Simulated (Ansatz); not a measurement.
**Barium, bcc: convergence with Fermi-Dirac smearing**

Computed with Ansatz, r²SCAN, scalar-relativistic PAW, on the relaxed cell (a = 5.074 Å; spin not included). Errors count from a run at 500 eV on a Γ-centred 14×14×14 mesh with Fermi-Dirac smearing of 0.1 eV, extrapolated to zero width. Fixed here: cutoff 500 eV, mesh 9×9×9. The SCF starts from atomic densities corrected by a trained network.

```json
{"width (eV)": "0.01", "E(σ→0) error (meV/atom)": "-0.6", "F error (meV/atom)": "-0.9", "P (GPa)": "-0.02", "SCF iterations": "6"}
{"width (eV)": "0.03", "E(σ→0) error (meV/atom)": "-1.0", "F error (meV/atom)": "-3.0", "P (GPa)": "0.00", "SCF iterations": "6"}
{"width (eV)": "0.1", "E(σ→0) error (meV/atom)": "0.0", "F error (meV/atom)": "-21.6", "P (GPa)": "0.01", "SCF iterations": "6"}
{"width (eV)": "0.2", "E(σ→0) error (meV/atom)": "9.1", "F error (meV/atom)": "-93.7", "P (GPa)": "0.13", "SCF iterations": "6"}
{"width (eV)": "0.6", "E(σ→0) error (meV/atom)": "-67.1", "F error (meV/atom)": "-902.9", "P (GPa)": "0.73", "SCF iterations": "6"}
{"width (eV)": "1.0", "E(σ→0) error (meV/atom)": "-332.5", "F error (meV/atom)": "-2228.4", "P (GPa)": "1.42", "SCF iterations": "7"}
```

Question: What does the run at 0.3 give (width)?

Answer: E(σ→0) error (meV/atom): 15.0; F error (meV/atom): -226.5; P (GPa): 0.31; SCF iterations: 6.
